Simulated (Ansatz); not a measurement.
## C3H5P: structure from calculated spectroscopic constants

These gas-phase data were calculated for one isomer of C3H5P at PBE-D3(BJ)/def2-SVP (harmonic, unscaled wavenumbers; equilibrium rotational constants with average atomic masses):

| Quantity | Value |
| --- | --- |
| rotational constants | 39.45, 2.646, 2.48 GHz |
| all wavenumbers above 1500 cm⁻¹ | 3180, 3081, 3077, 3068, 2292, 1618 |

Candidates:

(1) `C=CP=C`, a singlet
(2) `[H]/P=C/C=C`, a singlet
(3) `CCC#P`, a singlet

Which structure fits?

Candidate (2). The band at 2292 cm⁻¹ lies where the P–H stretch is expected; (1), (3) have no mode between 2250 and 2520 cm⁻¹.

The same quantities for all candidates:

```tsv
	rotational constants (GHz)	wavenumbers above 1500 cm⁻¹	E above the lowest, PBE-D3(BJ)/def2-SVP (kcal/mol)
(1)	21.31, 3.568, 3.056	3165, 3159, 3070, 3058, 3056, 1601	8.7
(2)	39.45, 2.646, 2.48	3180, 3081, 3077, 3068, 2292, 1618	4.1
(3)	25.31, 2.658, 2.481	3082, 3078, 2987, 2983, 2947, 1580	0.0
```

Harmonic stretches to hydrogen usually lie a few per cent above observed fundamentals. Each candidate is one conformer. Programs: Ansatz 0.2.0.
